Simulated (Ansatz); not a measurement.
The input, for Ansatz 0.2.0:

```yaml
crystal:
  periodic: [false, false, false]
  atoms:
    - {symbol: Be, position_ang: [0.000000, -0.094343, 2.026248]}
    - {symbol: Mg, position_ang: [0.000000, -0.067096, -0.544829]}
    - {symbol: H, position_ang: [0.000000, 1.018743, 1.143808]}
    - {symbol: H, position_ang: [0.000000, 1.442721, -6.123117]}
basis:
  gaussian: {orbitals: def2-mTZVP}
magnetization: {spin_polarized: false, initial_magnetization: 2}
correlation: {method: sc_nevpt2, electrons: valence, active_space: {window: {electrons: 6, orbitals: 7}}}
scf: {lower_state_search: off}
```

```sh
$ ansatz run in.yaml --threads 1 --pin off --events-out ev --progress --plain --max-ram 2393MiB
```

The program prints:

```
these checks for a lower state are left out or cut short: stability, starts, cluster_reference, orbital_swaps, neighbouring_geometries, increment
366 factors; integrals over basis functions are off by at most 2.4e-4 eV
mean field evaluation 1: about -5850.2238 eV, gradient 1.3e1 eV
mean field evaluation 2: about -5850.2273 eV, gradient 1.3e1 eV
mean field evaluation 4: about -5855.2358 eV, gradient 8.3e0 eV
mean field evaluation 8: about -5856.4621 eV, gradient 7.9e-1 eV
mean field evaluation 16: about -5856.4729 eV, gradient 1.5e-4 eV
mean field -5856.47285660 eV, -215.2214078202 hartree, gradient 3.5e-6 eV, S^2 2.000000; 0 other end points of the search recorded, 0 dependent functions left out
reference -5856.47285660 eV, -215.2214078202 hartree; 10, 8 occupied and 21, 23 virtual orbitals, 366 factors
state -5857.46909669 eV, -215.2580189682 hartree
state -5857.46909669 eV, -215.2580189682 hartree; corrected -5860.16732467 eV, -215.3571770175 hartree
Total energy: -5860.16732467 eV, -215.3571770175 hartree
Checks for a lower state left out: stability, starts, cluster_reference, orbital_swaps, neighbouring_geometries, increment
```

Natural occupations: 1.9778 1.8599 1.0031 1.0000 0.1115 0.0278 0.0199.

Ran on 1 thread of Arm Neoverse V2, shared host: 0.9 s wall, 0.07 GiB peak host memory.
